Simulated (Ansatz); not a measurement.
# BHO (singlet): the correlation ladder at distance B1–H3 = 1.580 Å, 6-31G

One table from this session's results is given with a row withheld; the runs are named, their logs left out.

Method: 6-31G, core rule «outside noble gas», up to 2 orbitals frozen; program: Ansatz 0.2.0, Gaussian basis.

To be run: UHF; CCSD(T) on RHF; BCCD(T) on RHF; CISD; CCSDT(Q) on RHF; CISDTQ; CCSDTQ on RHF; CASSCF and MRCISD+Q, 2 electrons in 2 orbitals; CASSCF and NEVPT2, 2 electrons in 2 orbitals; CASSCF and MRCISD+Q, 10 electrons in 9 orbitals; CASSCF and NEVPT2, 10 electrons in 9 orbitals; Full CI.

27 further runs of the same task are left out: 4 for a known fault of the program, 2 for a mislabelled method, 16 that didn't finish, 5 set aside as unsound or not needed.

## The system

The geometry derives from a PBE0/def2-TZVP stationary point (not a proven minimum). One bond is set to the value named and the two fragments are kept rigid.

3 atoms, charge 0, spin multiplicity 1.

Atoms are counted from 1 here; the program's logs count them from 0.

Bond lengths: B1–O2 1.198 Å.

The first run:

File in.yaml:

```yaml
crystal:
  periodic: [false, false, false]
  atoms:
    - {symbol: B, position_ang: [0.000000, 0.000000, -0.127346]}
    - {symbol: O, position_ang: [0.000000, 0.000000, -1.325307]}
    - {symbol: H, position_ang: [0.000000, 0.000000, 1.452654]}
basis:
  gaussian: {orbitals: 6-31G}
magnetization: {spin_polarized: true, initial_magnetization: 0}
hamiltonian: {xc: hf}
output: {orbitals: {seedname: orbitals}}
```

On the command line:

```
> ansatz run in.yaml --threads 1 --pin off --events-out ev --progress --plain --max-ram 2393MiB
```

Among the steps run: UHF; CCSD(T) on RHF; BCCD(T) on RHF; CISD; CCSDT(Q) on RHF; CISDTQ; CCSDTQ on RHF; CASSCF and MRCISD+Q, 2 electrons in 2 orbitals; CASSCF and NEVPT2, 2 electrons in 2 orbitals; CASSCF and MRCISD+Q, 10 electrons in 9 orbitals; CASSCF and NEVPT2, 10 electrons in 9 orbitals; Full CI.

One of the session's tables, all rows but one given; the rest of the session is left out.

```
          method  from FCI (kcal/mol)
             RHF              +133.19
            RMP2                +8.66
            CISD               +14.23
           RCCSD                +5.26
        RCCSD(T)                +0.72
         BCCD(T)                +0.62
          RCCSDT                +0.31
          CISDTQ                +0.94
       RCCSDT(Q)                -0.10
         RCCSDTQ                -0.01
     CASSCF pair              +117.05
     NEVPT2 pair                    ?
  CASSCF valence               +38.00
  NEVPT2 valence                +9.02
  MRCISD valence                +1.44
MRCISD+Q valence                +0.62
             FCI                    0
```

Estimate the missing values for NEVPT2 pair.

The run gave: from FCI (kcal/mol): +4.26. In the column «from FCI (kcal/mol)» it lies between MRCISD valence (+1.44) and RCCSD (+5.26).

Not comparable, so not listed: CASSCF and MRCISD+Q, 2 electrons in 2 orbitals (they don't share determinant, frozen orbitals or solution with the rows shown, or repeat one).

Caveats from the session: RCCSDT(Q) falls below full CI, which methods that aren't variational can do. Warnings in the runs' records: passed over end.
